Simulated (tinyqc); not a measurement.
Worked calculation: Pariser-Parr-Pople SCF with singles CI, for the molecule Fc1cccs1 (SMILES; centres numbered as the heavy atoms are written). One step of it, computed by the program tinyqc.

Problem. Singles CI, singlets. Over the 6 single excitations with the smallest orbital gaps: A = (e_a - e_i) delta + 2 (ia|jb) - (ij|ab), with (pq|rs) = sum c_mp c_mq gamma_mn c_nr c_ns. f = 2/3 w |mu|^2 in atomic units, mu = sqrt2 sum c_ia sum_m c_mi c_ma R_m.

orbital energies (eV): -18.627541  -14.675047  -10.569048  -10.314948  1.401188  3.094807

coefficients:
```
,MO1,MO2,MO3,MO4,MO5,MO6
1F,0.926233,-0.286661,0.007333,-0.215052,-0.100552,-0.059206
2C,0.327854,0.348139,-0.019516,0.599556,0.539494,0.347001
3C,0.115451,0.350141,-0.572761,0.298421,-0.249538,-0.620236
4C,0.048138,0.393525,-0.487799,-0.369350,-0.289333,0.620275
5C,0.049179,0.490379,0.121973,-0.595623,0.529991,-0.326459
6S,0.128605,0.527914,0.647059,0.118511,-0.521499,-0.008736
```

repulsion gamma_rs (eV):
```
,1F,2C,3C,4C,5C,6S
1F,21.400000,8.693146,5.438981,3.861633,3.861633,5.471433
2C,8.693146,11.130000,7.552804,5.520570,5.520570,7.826040
3C,5.438981,7.552804,11.130000,7.554850,5.519866,5.622455
4C,3.861633,5.520570,7.554850,11.130000,7.553862,5.623872
5C,3.861633,5.520570,5.519866,7.553862,11.130000,7.828316
6S,5.471433,7.826040,5.622455,5.623872,7.828316,13.000000
```

Centres (angstrom, eV; a flat drawing with bonds scaled to 1.40 angstrom):
```
centre,x,y,core charge z,W,gamma_rr
1F,2.159000,0.000000,2,39.000000,21.400000
2C,0.759000,0.000000,1,11.160000,11.130000
3C,-0.064000,1.133000,1,11.160000,11.130000
4C,-1.395000,0.700000,1,11.160000,11.130000
5C,-1.395000,-0.700000,1,11.160000,11.130000
6S,-0.064000,-1.133000,2,22.000000,13.000000
```

Give: singlet CI matrix; singlet excitation energies; oscillator strengths.

Solution.

singlet CI matrix (eV):
```
,4>5,3>5,4>6,3>6,2>5,2>6
4>5,6.2930,0.0246,-0.0472,0.8392,0.0121,-0.3172
3>5,0.0246,6.5732,-0.9490,0.0180,-0.2587,0.0902
4>6,-0.0472,-0.9490,7.7622,-0.0134,-0.3308,0.0807
3>6,0.8392,0.0180,-0.0134,7.7421,-0.0342,0.3105
2>5,0.0121,-0.2587,-0.3308,-0.0342,9.5777,0.0131
2>6,-0.3172,0.0902,0.0807,0.3105,0.0131,11.4430
```

singlet excitation energies (eV): 5.8764  6.0037  8.1067  8.2808  9.6398  11.4839

oscillator strengths: 0.1533  0.0895  0.7648  0.9634  0.0003  0.0055
